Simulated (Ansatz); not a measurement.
`CCC[SiH3]`, 14 atoms. Charge 0, multiplicity 1. All runs use 4 threads of an Arm Neoverse V1 on a shared host. Correlated methods freeze the cores.

Q: Give the basis size and wall time and peak host memory of each of these runs in Ansatz. RKS ωB97M-V/def2-SVP energy; RKS revPBE-D4/def2-TZVPP energy; RHF-CCSD(T)/def2-TZVPP energy; RKS PBE-D4/def2-TZVPP energy and forces; RHF-CCSD(T)/def2-SVP energy; RKS PBE0-D4/def2-SVP energy; RKS CAM-B3LYP-D4/def2-TZVPP energy; RKS PBE0-D4/def2-QZVPP energy; RKS B3LYP-D4/def2-TZVPP energy and forces; RKS ωB97M-V/def2-QZVPP energy; RKS PBE0-D4/def2-TZVP relaxation (6 steps); RKS PBE0-D4/def2-TZVP frequencies. (Best estimate.)

A: Ansatz gave: Other jobs shared the machine, so times are rough.

| level | job | functions | wall time | peak host memory (GiB) |
| --- | --- | --- | --- | --- |
| RKS PBE0-D4/def2-SVP | energy | 110 | 1 s | 0.5 |
| RKS revPBE-D4/def2-TZVPP | energy | 275 | 2.3 s | 0.35 |
| RKS PBE-D4/def2-TZVPP | energy and forces | 275 | 2.9 s | 0.35 |
| RKS CAM-B3LYP-D4/def2-TZVPP | energy | 275 | 3.7 s | 0.75 |
| RKS ωB97M-V/def2-SVP | energy | 110 | 4.7 s | 0.5 |
| RHF-CCSD(T)/def2-SVP | energy | 110 | 5 s | 0.53 |
| RKS B3LYP-D4/def2-TZVPP | energy and forces | 275 | 5.5 s | 0.79 |
| RKS PBE0-D4/def2-QZVPP | energy | 541 | 9.5 s | 1.9 |
| RKS PBE0-D4/def2-TZVP | relaxation (6 steps) | 190 | 21 s | 0.46 |
| RKS ωB97M-V/def2-QZVPP | energy | 541 | 22 s | 2.4 |
| RKS PBE0-D4/def2-TZVP | frequencies | 190 | 3 min | 0.5 |
| RHF-CCSD(T)/def2-TZVPP | energy | 275 | 3 min | 7.4 |

B3LYP here is the variant with VWN-RPA as its local correlation; programs differ in this.
